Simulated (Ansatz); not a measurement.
## C2H8N2 (ethylenediamine): from total energies to a heat of formation

C2H8N2: 12 atoms, total charge 0, spin state singlet. SMILES: `NCCN`. The coordinates come from a PBE0-D4/def2-TZVP relaxation. This is one conformer, not always the lowest.

```
atom    x (Å)    y (Å)    z (Å)
   N  -0.7623   1.1265  -0.7103
   C  -0.3167   0.5917   0.5672
   C   0.8843  -0.3232   0.3822
   N   0.6753  -1.4810  -0.4685
   H  -1.2125   0.4026  -1.2565
   H  -1.4510   1.8548  -0.5747
   H  -0.0203   1.4317   1.2037
   H  -1.1032   0.0422   1.1129
   H   1.7051   0.2594  -0.0458
   H   1.2178  -0.6723   1.3652
   H   0.4960  -1.1987  -1.4234
   H  -0.1124  -2.0337  -0.1520
```

Total energies at CCSD/6-31G* (spherical functions), 4 core orbitals frozen (Ansatz 0.2.0); the atoms run unrestricted:

```
species    state  energy (Eh)
 C2H8N2  singlet  -189.895376
      N  quartet   -54.471492
      C  triplet   -37.750356
      H  doublet    -0.498233
```

Harmonic wavenumbers at B3LYP/6-31G*, in cm⁻¹: 140, 221, 320, 371, 501, 829, 843, 867, 925, 1016, 1074, 1119, 1197, 1222, 1358, 1402, 1407, 1438, 1507, 1529, 1689, 1699, 2932, 3046, 3068, 3099, 3455, 3469, 3548, 3552.

Measured heats of formation of the gaseous atoms at 298.15 K, in kJ/mol: N 472.4, C 716.9, H 218.0. Take 1 Eh = 2625.50 kJ/mol, 1 cm⁻¹ = 0.0119627 kJ/mol, RT = 2.479 kJ/mol.

Task: Work out the heat of formation of the gas at 298 K.

Result: 
1. Electronic atomisation energy: 2 × (-54.471492) + 2 × (-37.750356) + 8 × (-0.498233) − (-189.895376) = 1.465816 Eh = 3848.5 kJ/mol.
2. Zero-point energy: half the sum of the wavenumbers, 24421.5 cm⁻¹ = 292.1 kJ/mol.
3. Thermal vibrational enthalpy, Σ hcν̃/(exp(hcν̃/kT) − 1): 6.7 kJ/mol. Translation, rotation and pV of a non-linear molecule: 4 RT = 9.9 kJ/mol.
4. The 12 free atoms carry 5/2 RT each: 74.4 kJ/mol.
5. Atomisation enthalpy at 298 K: 3848.5 − 292.1 − 6.7 − 9.9 + 74.4 = 3614.2 kJ/mol.
6. Sum of the atoms' heats of formation: 4122.6 kJ/mol. Heat of formation: 4122.6 − 3614.2 = +508.4 kJ/mol.

The tabulated value is -18.0 kJ/mol (CRC Handbook of Chemistry and Physics), so this level is off by +526.4 kJ/mol, or 12.7 % of the atomisation enthalpy that the table implies (4140.6 kJ/mol). Coupled cluster needs large bases for atomisation: in a finite one the molecule is underbound. CCSD also lacks the triples, which bind further. A double-zeta basis underbinds. Anharmonicity and any spin-orbit splitting of the molecule are left out, and cores are frozen in the wave-function part.
